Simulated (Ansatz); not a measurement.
**Counterpoise correction, worked out**

The pair of NH4⁺ (SMILES [NH4+], atoms 1–5) and CH4 (SMILES C, atoms 6–10), both closed shells, in one local arrangement (a lower one may exist), relaxed at PBE0-D4/def2-TZVP:

N1  (-0.022, -0.081, -1.589)
H2  (-0.151, 0.858, -1.973)
H3  (-0.765, -0.693, -1.934)
H4  (-0.054, -0.042, -0.556)
H5  (0.884, -0.447, -1.889)
C6  (0.023, 0.080, 1.563)
H7  (-0.010, 0.118, 2.651)
H8  (-0.892, 0.557, 1.201)
H9  (0.072, -0.975, 1.281)
H10  (0.915, 0.625, 1.244)
(Å)

Ansatz 0.2.0; basis: def2-TZVPPD; cores frozen in the correlated methods.

CCSD(T) total energies in eV:

| system | geometry | basis functions | energy |
| --- | --- | --- | --- |
| pair | pair | all | -2646.70405 |
| NH4⁺ | as in the pair | all (partner as ghosts) | -1546.07023 |
| CH4 | as in the pair | all (partner as ghosts) | -1100.40195 |
| NH4⁺ | as in the pair | its own | -1546.06570 |
| CH4 | as in the pair | its own | -1100.39356 |
| NH4⁺ | free (PBE0-D4 minimum) | its own | -1546.06873 |
| CH4 | free (PBE0-D4 minimum) | its own | -1100.41235 |

Work out the interaction energy with and without the counterpoise correction, the superposition error, and the binding energy from the relaxed fragments.

Without correction: -2646.70405 − (-1546.06570) − (-1100.39356) = -0.24479 eV.
With correction (each fragment in the whole basis): -2646.70405 − (-1546.07023) − (-1100.40195) = -0.23187 eV = -5.35 kcal/mol.
The superposition error is the difference, 0.01292 eV, 5 % of the uncorrected value: each fragment borrows its partner's functions.
Deformation from the free shapes: 0.00303 eV for NH4⁺ and 0.01879 eV for CH4.
Binding energy from relaxed fragments: -0.23187 + 0.00303 + 0.01879 = -0.21005 eV = -4.84 kcal/mol (electronic, without zero-point energy; negative means bound). For comparison, the corrected interaction energy by CCSD(T) at an estimated basis limit (MP2 extrapolated from triple and quadruple zeta, plus CCSD(T) − MP2 in triple zeta) is -0.248 eV; triple zeta with the correction binds less.

No T1 diagnostic of these runs exceeds 0.008.

For scale, one of the runs: CCSD(T)/def2-TZVPPD, 210 basis functions, launched by `ansatz run in.yaml --threads 2 --pin off --events-out ev --progress --plain --max-ram 5222MiB`. Time: 36 s of wall clock on 2 CPU threads; the host was shared. Peak host memory: 2.9 GiB.
